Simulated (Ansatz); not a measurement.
Geometry optimisation, Ansatz, RKS B3LYP-D4/6-31G*.

The input (input.yaml):

```yaml
crystal:
  periodic: [false, false, false]
  atoms:
    - { symbol: B, position_ang: [0.021347, 0.159364, 0.227207] }
    - { symbol: C, position_ang: [0.030193, 0.231216, 1.813706] }
    - { symbol: H, position_ang: [-0.916645, -0.032079, 2.300267] }
    - { symbol: H, position_ang: [0.863242, -0.301211, 2.288988] }
    - { symbol: H, position_ang: [0.199397, 1.293203, 2.058517] }
    - { symbol: H, position_ang: [1.051804, 0.087607, -0.375917] }
    - { symbol: H, position_ang: [-0.996474, 0.282904, -0.388774] }
    - { symbol: Cl, position_ang: [-0.371023, -2.855056, 0.584714] }
    - { symbol: H, position_ang: [-0.315841, -2.052751, 1.650891] }
basis:
  gaussian: { orbitals: "6-31G*" }
hamiltonian:
  xc: b3lyp
  dispersion: d4
relax:
  f_tol: 0.03
  max_steps: 50
```

Launched with:

```bash
$ ansatz run input.yaml --threads 1 --pin off --max-ram 2048MiB --backend cpu --events-out ev --progress --plain --runs-dir out
```

Task: Where does it end, and by what steps?

Result: The forces met the threshold. After 10 steps the energy has fallen by 0.083 eV; H9 moved furthest, 0.71 Å.

| step | energy less start (eV) | largest force component (eV/Å) | accepted |
| --- | --- | --- | --- |
| 0 | 0.0000 | 0.953 | yes |
| 1 | -0.0483 | 0.568 | yes |
| 2 | -0.0534 | 0.410 | yes |
| 3 | -0.0686 | 0.398 | yes |
| 4 | -0.0722 | 0.465 | yes |
| 5 | -0.0673 | 0.583 | no |
| 6 | -0.0780 | 0.092 | yes |
| 7 | -0.0805 | 0.077 | yes |
| 8 | -0.0821 | 0.084 | yes |
| 9 | -0.0826 | 0.064 | yes |
| 10 | -0.0828 | 0.014 | yes |

```xyz
9
Properties=species:S:1:pos:R:3
B 0.022 0.147 0.278
C 0.058 0.374 1.829
H -0.875 0.137 2.353
H 0.903 -0.101 2.342
H 0.206 1.462 1.955
H 1.038 0.018 -0.342
H -1.001 0.261 -0.333
Cl -0.315 -2.742 0.399
H -0.471 -2.743 1.680
```

Whether the end is a true minimum wasn't checked by a vibrational analysis.

Time of the run: 27 s on 1 thread of Arm Neoverse V1 (shared host), peak memory 0.13 GiB.
